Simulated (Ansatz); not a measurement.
Process, species as SMILES: FC(F)(F)F → F[C](F)F + F atom
B3LYP-D3(BJ)/def2-TZVP geometries, fixed; electronic energies without zero-point terms.

Basis-set convergence of the bond dissociation energy at MP2 with Ansatz (a program for electronic structure). Cartesian d functions, on some or all atoms, in 6-31G**; all else is spherical. Cores are frozen. Open shells are unrestricted. No added dispersion term, no relativity. Functions are those of the species that has most. Reference: Hartree-Fock in aug-cc-pVQZ plus the correlation part extrapolated as X^-3 from aug-cc-pVTZ and aug-cc-pVQZ, 140.44 kcal/mol, itself unsure by roughly 0.52 kcal/mol (a third of the extrapolation step and of the last Hartree-Fock step).

```
basis              functions  bond dissociation energy (kcal/mol)
-----------------  ---------  -----------------------------------
STO-3G                    25                                81.86
3-21G                     45                                    …
6-31G                     45                               105.67
pcseg-0                   45                               113.26
pcseg-1                   70                                    …
6-31G**                   75                                    …
6-311G**                  90                               131.74
6-311+G**                110                               129.40
def2-SVPD                112                               133.81
aug-cc-pVDZ              115                               131.50
aug-pcseg-1              115                               134.79
6-311++G(2d,2p)          135                               132.47
pcseg-2                  150                               136.85
6-311++G(3df,3pd)        195                               138.42
def2-TZVPPD              197                                    …
cc-pVQZ                  275                               138.74
pcseg-3                  300                               139.29
def2-QZVPPD              327                               138.50
```

### Question
What belongs in the gaps?

### Answer

- 3-21G, bond dissociation energy (kcal/mol): 121.25
- pcseg-1, bond dissociation energy (kcal/mol): 130.13
- 6-31G**, bond dissociation energy (kcal/mol): 135.72
- def2-TZVPPD, bond dissociation energy (kcal/mol): 136.63
